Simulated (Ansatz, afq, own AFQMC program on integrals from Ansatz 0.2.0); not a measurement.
**AlO, doublet in 6-31G, levels against full CI**

```xyz
2

Al    0.0000    0.0000    0.0000
O     0.0000    0.0000    1.4500
```

Basis 6-31G. Noble-gas cores (and the filled d shells of Ga–Kr and In–Xe) are frozen. Ansatz 0.2.0 and our own AFQMC program on the same integrals; the CISD trial comes from CCSD amplitudes, and released means the phaseless constraint is let go. ± is one standard error of the sampling.

Determinant: UHF, the one that the program's search chose, which needn't be the lowest solution. The geometry is a point of a scan.

Full CI on the same integrals is exact in this basis and with this determinant's frozen core.

Cautions: the search met a lower determinant of the same kind, perhaps of another symmetry (99 meV lower), and this one is a saddle point; raised T1 diagnostic (T1 0.040, weight of the determinant 0.89, largest double 0.07); the released energies have errors that jump between times, so the bars are unsure, so no released level is given (meV from the phaseless value at times in 1/Eh: -12 ± 3 at 0.24, -34 ± 10 at 0.51, -20 ± 18 at 0.99, -38 ± 5 at 1.62, -41 ± 5 at 2.40).

```
T1 diagnostic                               : 0.0405
weight of the determinant in the CISD state : 0.889
⟨S²⟩ of the determinant                     : 0.770
size of the correlated space                : 9 electrons in 16 orbitals
```

```json
{"level": "MP2", "correlation energy (eV)": "-4.7670"}
{"level": "CCSD", "correlation energy (eV)": "-4.6498"}
{"level": "CCSD(T)", "correlation energy (eV)": "-4.8913"}
```

Task: Estimate where full CI lies against CCSD(T) on the same integrals.

Result: 4.9 kJ/mol below CCSD(T).

Reference: full CI, correlation energy -4.942 eV.

```json
{"level": "CCSD(T)", "E − E(reference) (kJ/mol)": "4.9", "share of correlation (%)": "98.97"}
{"level": "CCSDT", "E − E(reference) (kJ/mol)": "2.2", "share of correlation (%)": "99.53"}
{"level": "CCSDT(Q)", "E − E(reference) (kJ/mol)": "-1.6", "share of correlation (%)": "100.33"}
{"level": "CCSDTQ", "E − E(reference) (kJ/mol)": "-0.4", "share of correlation (%)": "100.09"}
{"level": "ph-AFQMC/CISD", "E − E(reference) (kJ/mol)": "6.7 ± 0.4", "share of correlation (%)": "98.60"}
```

CCSDT and higher add their correlation energy to the determinant of the CCSD(T) run, since their own runs factorise the integrals more tightly (a shift of under 2 meV). A walk keeps the symmetry of its determinant, which the program's search chose and which needn't be the lowest solution, so a lower state of the same spin and another symmetry isn't excluded.
